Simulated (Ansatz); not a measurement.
**BH4O (doublet): wave-function methods side by side at distance O1–H3 along a hydrogen transfer = 0.892 Å, cc-pVDZ**

An exercise on one series of results from a longer session: the logs are not shown, and one member is left open.

Computed with Ansatz 0.2.0, Gaussian basis. Level: cc-pVDZ, core rule «outside noble gas», up to 2 orbitals frozen.

Plan: UHF; CCSD(T) on ROHF; CCSD(T) on UHF; BCCD(T) on ROHF; CISD; CCSDT(Q) on ROHF; CCSDT(Q) on UHF; CASSCF and MRCISD+Q, 3 electrons in 3 orbitals; CASSCF and NEVPT2, 3 electrons in 3 orbitals.

10 further runs of the same task are left out: 1 for a mislabelled method, 8 that didn't finish, 1 set aside as unsound or not needed.

### The system

The geometry derives from fragments relaxed apart (PBE0/def2-TZVP) and kept rigid, so it is no stationary point. A hydrogen atom is moved between rigid fragments.

6 atoms, charge 0, spin multiplicity 2.

Atoms are counted from 1 here; the program's logs count them from 0.

Bond lengths: O1–H2 0.960 Å, O1–H3 0.892 Å, B4–H5 1.191 Å, B4–H6 1.191 Å. Angles: H2–O1–H3 105.1°, H5–B4–H6 129.4°.

The first run:

in.yaml reads:

```yaml
crystal:
  periodic: [false, false, false]
  atoms:
    - {symbol: O, position_ang: [-1.065301, -0.030281, 0.000000]}
    - {symbol: H, position_ang: [-1.314610, 0.896295, 0.000000]}
    - {symbol: H, position_ang: [-0.173301, -0.030281, 0.000000]}
    - {symbol: B, position_ang: [1.365699, -0.030281, 0.000000]}
    - {symbol: H, position_ang: [1.874773, -0.030281, 1.077008]}
    - {symbol: H, position_ang: [1.874772, -0.030281, -1.077009]}
basis:
  gaussian: {orbitals: cc-pVDZ}
magnetization: {spin_polarized: true, initial_magnetization: 1}
hamiltonian: {xc: hf}
output: {orbitals: {seedname: orbitals}}
```

The run is started by

```bash
$ ansatz run in.yaml --threads 1 --pin off --events-out ev --progress --plain --max-ram 2393MiB
```

Steps of the session up to this table: UHF; CCSD(T) on ROHF; CCSD(T) on UHF; BCCD(T) on ROHF; CISD; CCSDT(Q) on ROHF; CCSDT(Q) on UHF; CASSCF and MRCISD+Q, 3 electrons in 3 orbitals; CASSCF and NEVPT2, 3 electrons in 3 orbitals.

One of the session's tables, all rows but one given; the rest of the session is left out.

| method | from UCCSDT(Q) (kcal/mol) |
| --- | --- |
| ROHF | +197.58 |
| UHF | +195.75 |
| RMP2 | +21.98 |
| UMP2 | +22.07 |
| CISD | +18.29 |
| RCCSD | ? |
| UCCSD | +4.05 |
| RCCSD(T) | +0.72 |
| UCCSD(T) | +0.72 |
| BCCD(T) | +0.71 |
| RCCSDT | +0.34 |
| UCCSDT | +0.33 |
| RCCSDT(Q) | +0.02 |
| UCCSDT(Q) | 0 |
| CASSCF pair | +184.56 |
| NEVPT2 pair | +22.13 |
| MRCISD pair | +16.37 |
| MRCISD+Q pair | +1.96 |

**Question.** Estimate the row for RCCSD.

As computed: from UCCSDT(Q) (kcal/mol): +4.08. In the column «from UCCSDT(Q) (kcal/mol)» it lies between UCCSD (+4.05) and MRCISD pair (+16.37).

To keep in mind: Restricted and unrestricted rows rest on different reference determinants; where their highest levels disagree by more than a few hundredths of an eV, they describe different states and don't form one ladder.
